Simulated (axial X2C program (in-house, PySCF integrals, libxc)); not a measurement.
# SiOSi: bond lengths and stretches, held linear

How do method and spin–orbit coupling move the bonds and stretches of SiOSi, held linear?

The runs use an in-house X2C program for linear molecules on PySCF integrals; all-electron X2C, two-component (2c) or spin-free, Si dyall-v3z, O dyall-av3z.

All values are calculated.

2 further runs of the same task are left out: 2 set aside as unsound or not needed.

**1. The job**

File task.json:

```json
{"zs": [14, 8, 14], "q": 0, "bas": ["dyall-v3z", "dyall-av3z", "dyall-v3z"], "r0": [1.79, 1.79], "symm": 1, "scan": ["PBE0", "HF", "PBE"], "levels": ["PBE0", "HF", "LDA"], "nst": 2}
```

Keys: zs atomic numbers; q charge; bas basis sets; r0 starting distance in Å; symm equal bonds; scan levels of the two-bond scan; levels methods; nst determinants followed.

Command:

```bash
$ python solin.py task.json out
```

Masses Si 27.977, O 15.995, Si 27.977 u.

**2. Scan at PBE0, 2c**

State: Ω = 1 (beyond evenly filled blocks: ω = -1/2, ω = 3/2). Energies above the lowest point, from the job's result record:

```csv
r(Si–O) (Å),r(O–Si) (Å),E (meV)
1.6048,1.6048,57.30
1.6048,1.6460,21.12
1.6048,1.6871,26.03
1.6460,1.6048,21.12
1.6460,1.6460,0.00
1.6460,1.6871,19.54
1.6460,1.7283,69.41
1.6871,1.6048,26.03
1.6871,1.6460,19.54
1.6871,1.6871,53.37
1.7283,1.6460,69.41
1.7283,1.7283,194.72
```

A quadratic surface with cubic terms in each bond gives the minimum at 1.645 and 1.645 Å, force constants 3.84, 3.84 and coupling 1.35 mdyn/Å.

**3. Scan at PBE, 2c**

State: Ω = 1 (beyond evenly filled blocks: ω = -1/2, ω = 3/2). Energies above the lowest point, from the job's result record:

| r(Si–O) (Å) | r(O–Si) (Å) | E (meV) |
| --- | --- | --- |
| 1.6048 | 1.6048 | 122.24 |
| 1.6048 | 1.6460 | 58.73 |
| 1.6048 | 1.6871 | 39.15 |
| 1.6460 | 1.6048 | 58.73 |
| 1.6460 | 1.6460 | 7.59 |
| 1.6460 | 1.6871 | 0.00 |
| 1.6460 | 1.7283 | 25.52 |
| 1.6871 | 1.6048 | 39.15 |
| 1.6871 | 1.6460 | 0.00 |
| 1.6871 | 1.6871 | 4.07 |
| 1.7283 | 1.6460 | 25.52 |
| 1.7283 | 1.7283 | 88.95 |

A quadratic surface with cubic terms in each bond gives the minimum at 1.668 and 1.668 Å, force constants 3.58, 3.58 and coupling 1.10 mdyn/Å.

**4. Scan at PBE0, spin-free**

State: M_S = 1, Λ = 0 (beyond evenly filled blocks: π+α, π-α). Energies above the lowest point, from the job's result record:

```
r(Si–O) (Å)  r(O–Si) (Å)  E (meV)
     1.6048       1.6048    57.00
     1.6048       1.6460    20.97
     1.6048       1.6871    25.99
     1.6460       1.6048    20.97
     1.6460       1.6460     0.00
     1.6460       1.6871    19.66
     1.6460       1.7283    69.62
     1.6871       1.6048    25.99
     1.6871       1.6460    19.66
     1.6871       1.6871    53.61
     1.7283       1.6460    69.62
     1.7283       1.7283   195.15
```

A quadratic surface with cubic terms in each bond gives the minimum at 1.645 and 1.645 Å, force constants 3.84, 3.84 and coupling 1.35 mdyn/Å.

**5. The levels side by side**

| level | r(Si–O) (Å) | r(O–Si) (Å) | lower stretch (cm⁻¹) | upper stretch (cm⁻¹) |
| --- | --- | --- | --- | --- |
| PBE0, 2c | 1.645 | 1.645 | 561.3 | 824.2 |
| PBE, 2c | 1.668 | 1.668 | 532.9 | 821.6 |
| PBE0, spin-free | 1.645 | 1.645 | 561.3 | 824.0 |
| PBE, spin-free | 1.668 | 1.668 | 532.9 | 821.4 |

Scans not shown above were run alike.

In words: Over the levels the Si–O bond spans 1.645 to 1.668 Å and the O–Si bond 1.645 to 1.668 Å. At PBE0 spin–orbit coupling leaves both bonds unchanged to 0.001 Å. Each state is one determinant, the lowest of a limited PBE0 search; the stretches come from a fit to few points and are good to some per cent at best. The stretches are sorted by size, and where the two bonds are alike the symmetric and antisymmetric modes can swap order between levels. The molecule was held linear; bending was not examined, so a bent shape may lie lower. Open-shell Ω = 0 determinants with evenly filled partner blocks cannot be reached by this program, so the Ω shown need not be the lowest component. Note: several unpaired electrons, one determinant need not be a pure state.
